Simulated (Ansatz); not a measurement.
The input, for Ansatz 0.2.0:

```yaml
crystal:
  periodic: [false, false, false]
  atoms:
    - {symbol: F, position_ang: [0.000000, 0.000000, 0.000000]}
    - {symbol: H, position_ang: [0.000000, 0.000000, 0.920000]}
basis:
  gaussian: {orbitals: cc-pVDZ}
magnetization: {spin_polarized: false}
correlation: {method: ccsdt_q, electrons: outside_noble_gas}
```

```sh
$ ansatz run in.yaml --threads 1 --pin off --events-out ev --progress --plain --max-ram 2393MiB
```

Output:

```
275 factors; integrals over basis functions are off by at most 1.9e-7 eV
mean field evaluation 1: about -2720.7676 eV, gradient 2.3e1 eV
mean field evaluation 2: about -2720.7678 eV, gradient 2.3e1 eV
mean field evaluation 4: about -2721.6585 eV, gradient 1.2e0 eV
mean field evaluation 8: about -2721.6635 eV, gradient 2.4e-5 eV
mean field evaluation 16: about -2721.6631 eV, gradient 3.3e-1 eV
mean field -2721.66350267 eV, -100.0192889134 hartree, gradient 3.0e-6 eV, S^2 0.000000; 0 other end points of the search recorded, 0 dependent functions left out
1 core orbitals not correlated: weight in the atoms' cores, before any rotation towards them, 1.000 or more for the frozen orbitals, at most 0.000 for the correlated occupied ones
reference -2721.66350267 eV, -100.0192889134 hartree; 4, 4 occupied and 14, 14 virtual orbitals, 275 factors
second order -5.49010466 eV of doubles, -0.00000000 eV of singles
cycle   1  -5.54072198 eV  change   -5.1e-2 eV  update   3.3e-2
cycle   2  -5.65092658 eV  change   -1.1e-1 eV  update   1.1e-2
cycle   3  -5.69082978 eV  change   -4.0e-2 eV  update   4.6e-3
cycle   4  -5.68626542 eV  change    4.6e-3 eV  update   9.1e-4
cycle   5  -5.68583195 eV  change    4.3e-4 eV  update   3.1e-4
cycle   6  -5.68604890 eV  change   -2.2e-4 eV  update   8.4e-5
cycle   7  -5.68603095 eV  change    1.8e-5 eV  update   2.6e-5
cycle   8  -5.68601955 eV  change    1.1e-5 eV  update   7.5e-6
cycle   9  -5.68601866 eV  change    8.9e-7 eV  update   1.9e-6
cycle  10  -5.68601909 eV  change   -4.3e-7 eV  update   3.7e-7
perturbative correction -0.01129584 eV, -0.0004151145 hartree
Total energy: -2727.36081760 eV, -100.2286613754 hartree
```

For the same geometry and basis full CI lies 0.2 meV higher.

Ran on 1 thread of Arm Neoverse V1, shared host: 0.45 s wall, 0.08 GiB peak host memory.
